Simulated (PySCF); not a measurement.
Molfile (atoms numbered from 1):
```
CH5FSi
     RDKit          3D

  8  7  0  0  0  0  0  0  0  0999 V2000
    1.0078    0.0827    0.0351 C   0  0  0  0  0  0  0  0  0  0  0  0
   -0.8454   -0.1560   -0.0537 Si  0  0  0  0  0  4  0  0  0  0  0  0
   -1.5448    1.3042   -0.2494 F   0  0  0  0  0  0  0  0  0  0  0  0
    1.4272   -0.2930    0.9800 H   0  0  0  0  0  0  0  0  0  0  0  0
    1.5246   -0.4195   -0.7962 H   0  0  0  0  0  0  0  0  0  0  0  0
    1.2310    1.1593   -0.0312 H   0  0  0  0  0  0  0  0  0  0  0  0
   -1.3971   -0.7463    1.1999 H   0  0  0  0  0  0  0  0  0  0  0  0
   -1.2470   -0.9983   -1.2173 H   0  0  0  0  0  0  0  0  0  0  0  0
  1  2  1  0
  2  3  1  0
  1  4  1  0
  1  5  1  0
  1  6  1  0
  2  7  1  0
  2  8  1  0
M  END
```

Relativity neglected, equivalent nuclei averaged, one computed conformer, gas phase. PBE/pcSseg-2 with gauge-including orbitals; PBE0-D3(BJ)/def2-SVP structure; PySCF 2.14.0 with density-fitted response routines.

Scale: 13C (σ = 179.39 ppm) and 1H (σ = 31.18 ppm) and 29Si (σ = 323.43 ppm) against TMS; CFCl3 for 19F (σ = 142.93 ppm) (reference shieldings calculated alike).

```tsv
atoms	nucleus	count	δ (ppm)
C1	13C	1	-4.0
H7/H8	1H	2	?
H4/H5/H6	1H	3	0.51
F3	19F	1	?
Si2	29Si	1	8.0
```

Question: Fill in the missing shifts.

Answer: 
- H7/H8: 5.49 ppm, hydrogen on a silicon bonded to C, F
- F3: -226.3 ppm, fluorine bonded to Si

Shifts are as computed, not scaled to solution data. Of 1211 compounds with measured shifts, 218 miss one by over three times the rms of a fit or turn the order of signals round; such compounds aren't used in these exercises. Unscaled 19F shifts against computed CFCl3 carry errors that often reach 10 to 50 ppm.
